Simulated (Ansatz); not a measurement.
**Swapping H for NH2 on C: the mean C–H bond length**

Gas-phase molecules. On one C centre, n of the H ligands are replaced by NH2. The mean C–H bond length y in Å at PBE0-D4/def2-TZVP. The shapes are optimised at that level. Flexible molecules stand in one conformer. Programs: Ansatz 0.2.0.

```
molecule  n  y (Å)
     CH4  0  1.090
    CH5N  1  1.095
   CH6N2  2      ?
   CH7N3  3  1.096
```

Problem. Fit y = c + s·n to the known rows and predict CH6N2.

Solution. 
1. Means of the 3 rows: n = 1.33333, y = 1.0937.
2. Σ(Δn)² = 4.6667, Σ(Δn·Δy) = 0.0083333, so the slope is 0.0083333/4.6667 = 0.0017857.
3. Intercept: 1.0937 − (0.0017857) × 1.33333 = 1.0913. The largest residual of the fit is 0.0019.
4. CH6N2: 1.0913 + (0.0017857) × 2 = 1.095 Å.

The run gave 1.097 Å, so the prediction is off by -0.002 Å, about the largest residual. The step per swap drifts from +0.005 to -0.001 Å. The series isn't monotonic at this level.
